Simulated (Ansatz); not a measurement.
Species: C2H2Cl, net charge 0, doublet state. It need not be the lowest isomer of its formula. 
Structure (B3LYP-D3(BJ)/def2-TZVP (Ansatz, an electronic-structure program) minimum search):
```
C
C 1 1.2939
H 2 1.0745 1 142.67
H 1 1.0812 2 125.45 3 180.00
Cl 1 1.7731 4 111.99 2 -180.00
```
Charge 0, spin multiplicity 2.

Basis-set convergence of Hartree-Fock and MP2 correlation energies (hartree) with Ansatz. Valence correlation only, unless marked. UHF or UKS for open shells. Spin-orbit coupling is left out. No relativistic terms.

The UHF reference is spin-contaminated (<S^2> 0.20 over the pure value in the largest basis). 

```
basis        functions       E(HF)  E(corr, MP2)
-----------  ---------  ----------  ------------
cc-pV(D+d)Z         61  -536.31968      -0.36130
cc-pV(T+d)Z        127         [?]           [?]
```

Problem. Some entries are withheld; supply them.

Solution. 
- cc-pV(T+d)Z, E(HF): -536.35607
- cc-pV(T+d)Z, E(corr, MP2): -0.46418
